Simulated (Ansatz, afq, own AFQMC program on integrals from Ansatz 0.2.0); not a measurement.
**Where AFQMC and coupled cluster stand for CH2Al, doublet**

```xyz
4

Al    0.0000   -0.0629    0.5704
C     0.0000    0.1123   -1.2573
H     0.0000    0.8100    1.8929
H     0.0000   -0.4644   -2.1795
```

Connectivity, by distances: AlH–CH.

Basis cc-pVDZ. Noble-gas cores (and the filled d shells of Ga–Kr and In–Xe) are frozen. AFQMC by an in-house program on the Cholesky factors that Ansatz 0.2.0 writes for its CCSD(T) run. ph-AFQMC/CISD is guided by a CISD state made of CCSD amplitudes; releasing the constraint for a short imaginary time cuts its bias at the price of noise, slowly where states lie close. ± is one standard error of the sampling.

Determinant: ROHF, the one that the program's search chose, which needn't be the lowest solution. The geometry is a point of a scan.

No full CI on the walks' own integrals is used here; CCSDT(Q) serves as the reference and is uncertain by about the last step of the cluster series.

Cautions: higher spins were not checked; a spin-contaminated unrestricted determinant lies lower (UHF 981 meV lower, ⟨S²⟩ 1.54); strong correlation (T1 0.040, weight of the determinant 0.84, largest double 0.19).

* T1 diagnostic: 0.0401
* weight of the determinant in the CISD state: 0.835
* size of the correlated space: 9 electrons in 36 orbitals

| level | correlation energy (eV) |
| --- | --- |
| MP2 | -4.9817 |
| CCSD | -5.8356 |
| CCSD(T) | -6.1048 |

Estimate where phaseless AFQMC with a CISD trial lies against CCSD(T) on the same integrals.

1.18 ± 0.84 mEh below CCSD(T). The gap is under twice the noise, so this walk alone can't tell the two apart.

Reference: CCSDT(Q), correlation energy -6.176 eV. The released energy is read at 2.40 1/Eh (meV from the phaseless value at times in 1/Eh: -4 ± 17 at 0.24, -19 ± 21 at 0.51, -71 ± 19 at 0.99, -31 ± 21 at 1.62, -34 ± 20 at 2.40).

```json
{"level": "CCSD(T)", "E − E(reference) (mEh)": "2.61", "share of correlation (%)": "98.85"}
{"level": "CCSDT", "E − E(reference) (mEh)": "1.00", "share of correlation (%)": "99.56"}
{"level": "ph-AFQMC/CISD", "E − E(reference) (mEh)": "1.43 ± 0.84", "share of correlation (%)": "99.37"}
{"level": "released AFQMC", "E − E(reference) (mEh)": "0.18 ± 0.74", "share of correlation (%)": "99.92"}
```

A walk keeps the symmetry of its determinant, which the program's search chose and which needn't be the lowest solution, so a lower state of the same spin and another symmetry isn't excluded. Released energies are given only where the last usable release times agree within the noise; a slower fall can still hide under it.
